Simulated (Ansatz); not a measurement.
Results of PBEsol-D3(BJ) in Ansatz (plane waves, PAW) for zinc-blende HgTe.

Settings: plane-wave cutoff 520 eV, 10×10×10 k mesh, Fermi–Dirac smearing 0.01 eV, scalar-relativistic PAW data made under PBE.

Pressure at four volumes; x = ln(V/33.211 Å³). One pressure is withheld.

```
V (Å³/atom)        x  P (GPa)
-----------  -------  -------
31.218       -0.0619     3.45
33.211        0.0000    -0.01
34.540        0.0392    -1.70
35.204        0.0583        ?
```

**Question.** Pass a parabola P(x) through the three rows shown, estimate the bulk modulus and its pressure derivative near zero pressure, and predict the withheld pressure.

**Answer.** Slopes between the rows: (-0.01 − (3.45))/(0.0000 − (-0.0619)) = -55.90 and (-1.70 − (-0.01))/(0.0392 − (0.0000)) = -43.11 GPa. Their difference over the span 0.1011 is c = 12.79/0.1011 = 126.5 GPa, so P(x) = 3.45 + (-55.90)(x − (-0.0619)) + 126.5 (x − (-0.0619))(x − (0.0000)). At the middle row B = −dP/dx = −[-55.90 + 126.5 × 0.0619] = 48.1 GPa, and B′ = dB/dP = 2c/B = 5.3. At x = 0.0583 the parabola gives -2.38 GPa; the run gives -2.40 GPa. The Birch–Murnaghan fit to the energies at all volumes has B0 = 47.7 GPa and B′ = 5.1.

Measured, for comparison: bulk modulus 42.3 GPa (temperature not stated, no zero-point or thermal correction; as tabulated in Toher et al. (2017), arXiv:1611.05714). Computed (rounded) less measured: bulk modulus +13 %.

Spin–orbit coupling is not included; it can open a gap where bands touch, and shift volumes and moduli.

Ansatz is a program for electronic structure.
